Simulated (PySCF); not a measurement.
**Reproducing measurements on cyclopentanone**

**What was measured.**

NIST CCCBDB Release 22 (SRD 101), experimental dipoles lists, for the gas: dipole moment 3.25 D.

NIST CCCBDB Release 22 (SRD 101), experimental polarizabilities lists, for the gas: mean polarisability 9.25 Å³.

The runs below try to reproduce these values; the comparison stands at the end.

Compound: cyclopentanone, C5H8O.
Numbering: `[O:1]=[C:2]1[CH2:3][CH2:4][CH2:5][CH2:6]1` (hydrogens: H7, H8 on C3; H9, H10 on C4; H11, H12 on C5; H13, H14 on C6)

Cartesian coordinates in Å at the GFN2-xTB level; atoms count from 1:
```xyz
14
C5H8O angstrom
O      0.3318    2.2980    1.0595
C      0.1758    1.2168    0.5599
C     -1.1531    0.5268    0.3304
C     -0.8374   -0.6534   -0.5838
C      0.5932   -1.0373   -0.1985
C      1.2733    0.3059    0.0497
H     -1.5142    0.1856    1.3037
H     -1.8925    1.2179   -0.0715
H     -1.5359   -1.4792   -0.4591
H     -0.8676   -0.3340   -1.6270
H      0.5844   -1.6246    0.7212
H      1.0887   -1.6214   -0.9722
H      1.6456    0.7365   -0.8831
H      2.1073    0.2620    0.7487
```

The PySCF runs (gas phase, on this GFN2-xTB geometry; no spin–orbit coupling):

```
              level                                                                job  basis functions  wall time
CAM-B3LYP/def2-SVPD  8 singlets by full TDDFT, 3 Tamm–Dancoff triplets, polarisability              187       32 s
```

Hardware: one thread of an x86-64 server, on a shared host.

## Comparison

**Dipole moment.** Measured: 3.25 D (NIST CCCBDB Release 22 (SRD 101), experimental dipoles).

```csv
level,computed (D),computed − measured (D),% (from the printed values)
CAM-B3LYP/def2-SVPD,3.36,+0.11,+3
```

The computed dipoles belong to one fixed geometry; measured ones are averaged over vibrations unless marked μe. Magnitudes are compared, not signs.

**Mean polarisability.** Measured: 9.25 Å³ (NIST CCCBDB Release 22 (SRD 101), experimental polarizabilities).

```tsv
level	computed (Å³)	computed − measured (Å³)	% (from the printed values)
CAM-B3LYP/def2-SVPD	8.66	-0.59	-6
```

The computed values are static and purely electronic, with core orbitals frozen in the response (1 au = 0.148185 Å³). The table of measured values doesn't say here whether a value is static or optical, or holds a vibrational part.

The geometry is computed, not the measured one. Where a level misses, the cause wasn't examined.
